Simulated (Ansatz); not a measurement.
# CH₃S+ (singlet): wave-function methods side by side, cc-pVDZ

The task here is to estimate one member of a computed series from the others.

Method: cc-pVDZ, core rule «outside noble gas», up to 6 orbitals frozen; program: Ansatz 0.2.0, Gaussian basis.

To be run: UHF; CCSD(T) on RHF; CCSD(T) on UHF; BCCD(T) on RHF; CISD; CCSDT(Q) on RHF; CCSDT(Q) on UHF.

19 further runs of the same task are left out: 8 that didn't finish, 11 set aside as unsound or not needed.

### The system

The geometry is a PBE0/def2-TZVP stationary point (not a proven minimum) of the parent state, kept for this charge and spin.

5 atoms, charge 1, spin multiplicity 1.

Atoms are counted from 1 here; the program's logs count them from 0.

Bond lengths: C1–S2 1.782 Å, C1–H3 1.096 Å, C1–H4 1.091 Å, C1–H5 1.091 Å. Angles: S2–C1–H3 106.4°, S2–C1–H4 111.9°, S2–C1–H5 111.9°, H3–C1–H4 107.7°, H3–C1–H5 107.7°, H4–C1–H5 110.9°.

The first run:

in.yaml

```yaml
crystal:
  periodic: [false, false, false]
  atoms:
    - {symbol: C, position_ang: [-0.007272, -0.000001, 1.189056]}
    - {symbol: S, position_ang: [-0.000232, 0.000000, -0.592809]}
    - {symbol: H, position_ang: [1.043518, 0.000004, 1.502027]}
    - {symbol: H, position_ang: [-0.474742, 0.898302, 1.593877]}
    - {symbol: H, position_ang: [-0.474733, -0.898309, 1.593876]}
basis:
  gaussian: {orbitals: cc-pVDZ}
total_charge: 1
magnetization: {spin_polarized: true, initial_magnetization: 0}
hamiltonian: {xc: hf}
output: {orbitals: {seedname: orbitals}}
```

Launch:

```
ansatz run in.yaml --threads 1 --pin off --events-out ev --progress --plain --max-ram 2393MiB
```

Steps of the session up to this table: UHF; CCSD(T) on RHF; CCSD(T) on UHF; BCCD(T) on RHF; CISD; CCSDT(Q) on RHF; CCSDT(Q) on UHF.

One of the session's tables, all rows but one given; the rest of the session is left out.

It belongs to the step «Misses and costs». 

| method | from RCCSDT(Q) (kcal/mol) |
| --- | --- |
| RHF | +194.27 |
| UHF | +156.48 |
| RMP2 | ? |
| UMP2 | +13.90 |
| CISD | +29.50 |
| RCCSD | +12.30 |
| UCCSD | -12.50 |
| RCCSD(T) | +5.57 |
| UCCSD(T) | -19.40 |
| BCCD(T) | +5.61 |
| RCCSDT | +1.46 |
| UCCSDT | -27.17 |
| RCCSDT(Q) | 0 |
| UCCSDT(Q) | -29.25 |

Estimate the missing values for RMP2.

**Answer.** from RCCSDT(Q) (kcal/mol): +38.91. In the column «from RCCSDT(Q) (kcal/mol)» it lies between CISD (+29.50) and UHF (+156.48).

The program flags UCCSD(T), RCCSDT(Q), UCCSDT(Q) as in doubt (see the logs), so the zero of the table is itself unsure.

Caveats from the session: The determinant is far from a pure spin state, so its energy mixes those of several spin states (harmless only where they are near-degenerate, as at dissociation). The report flags that the cluster equations may have other roots. The program flags UCCSD(T), RCCSDT(Q), UCCSDT(Q) as in doubt, so the zero of the table is itself unsure. Warnings: restricted reference is unstable; spin contamination; large T1 diagnostic. Restricted and unrestricted rows rest on different reference determinants; where their highest levels disagree by more than a few hundredths of an eV, they describe different states and don't form one ladder.
